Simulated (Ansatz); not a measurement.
C4H6O2 can be A, `C=CCC(=O)O`, or B, `C=C(O)CC=O`.

Gas-phase electronic energies from Ansatz, PBE0-D4/def2-TZVP geometries. CBS: MP2 limit from def2 TZ/QZ plus the TZ coupled-cluster correction, frozen cores. DFT in def2-TZVPP. B3LYP here is the variant with VWN-RPA as its local correlation; programs differ in this. Each species was taken in one conformer, which may not be the lowest.

Question: Which isomer does CCSD(T)/CBS put lower? Give the gap. (Estimate.)

Answer: The calculation gave: A, by 19.3 kcal/mol.

Question: Give E(B) − E(A) in kcal/mol with CCSD(T)/def2-TZVPP, PBE-D4, B3LYP-D4, B3LYP, MP2/def2-TZVPP, HF/def2-TZVPP, r2SCAN-D4. (Best estimate.)

Answer: Computed: CCSD(T)/def2-TZVPP 19.4, PBE-D4 18.7, B3LYP-D4 18.9, B3LYP 19.1, MP2/def2-TZVPP 19.7, HF/def2-TZVPP 20.7, r2SCAN-D4 19.7. None reverses the order clearly.

Largest T1 diagnostic: 0.014.

From PBE to PBE0 (25 % exact exchange), in def2-TZVPP and without D4, E(B) − E(A) moves by +0.7 kcal/mol. In def2-TZVPP, CCSD(T) changes the Hartree–Fock value by −1.2 kcal/mol (the triples alone add −0.0 kcal/mol) and MP2 by −1.0 kcal/mol.
